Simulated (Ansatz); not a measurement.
System: 2H MoTe₂. Method: PBE-D3(BJ) in Ansatz (PAW).

Settings: plane-wave cutoff 520 eV, 12×12×4 k mesh (along the axes of the cell as run), no spin polarisation, scalar-relativistic PAW data made under PBE.

Computed at the level's own relaxed cell.

Question: Give the computed Young modulus, elastic constant C13, elastic constant C44, polycrystal shear modulus (Hill average), elastic constant C11, elastic constant C12, elastic constant C33 and elastic constant C66.

Answer: 
* **Young modulus**: 92.3 GPa
* **elastic constant C13**: 15.5 GPa
* **elastic constant C44**: 30.3 GPa
* **polycrystal shear modulus (Hill average)**: 39.2 GPa
* **elastic constant C11**: 134 GPa
* **elastic constant C12**: 30.2 GPa
* **elastic constant C33**: 67.6 GPa
* **elastic constant C66**: 51.9 GPa

Note: the dispersion coefficients are held fixed in the derivatives.

Elastic constants are with the ions relaxed.

Spin–orbit coupling is not included.

Static lattice: no zero-point or thermal effects.

Ansatz is a quantum-chemistry and plane-wave program.
